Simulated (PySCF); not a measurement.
Isomers of C5H8O, one GFN2-xTB conformer each. Single-point energies are computed at PBE0/pcSseg-1 (PySCF, gas phase, no added dispersion term), electronic only.

| SMILES | GFN2-xTB relative energy (kJ/mol) |
| --- | --- |
| CO[C@@H]1C=CC1 | 140.9 |
| CC1=COCC1 | 0.0 |

Conformers: `[CH3:1][O:2][C@@H:3]1[CH:4]=[CH:5][CH2:6]1` with C1–O2–C3–C4 178°.

Q: What does PBE0/pcSseg-1 give for the same structures?

A: 
```json
{"SMILES": "CC1=COCC1", "PBE0/pcSseg-1 E (Eh)": "-270.19238", "PBE0/pcSseg-1 (kJ/mol)": "0.0", "GFN2-xTB (kJ/mol)": "0.0", "point group": "Cs"}
{"SMILES": "CO[C@@H]1C=CC1", "PBE0/pcSseg-1 E (Eh)": "-270.14103", "PBE0/pcSseg-1 (kJ/mol)": "134.8", "GFN2-xTB (kJ/mol)": "140.9", "point group": "C1"}
```

Both levels put the same isomer lowest. As drawn, the higher has a four-membered ring, which the lower lacks.

Q: Which frontier levels, dipoles and rotational constants go with these structures?

A: 
```csv
SMILES,"HOMO (eV, PBE0/pcSseg-1)",LUMO (eV),dipole (D),"A, B, C (MHz)"
CC1=COCC1,-5.82,1.05,1.44,"7649, 3160, 2334"
CO[C@@H]1C=CC1,-7.21,0.26,1.33,"9560, 2575, 2211"
```
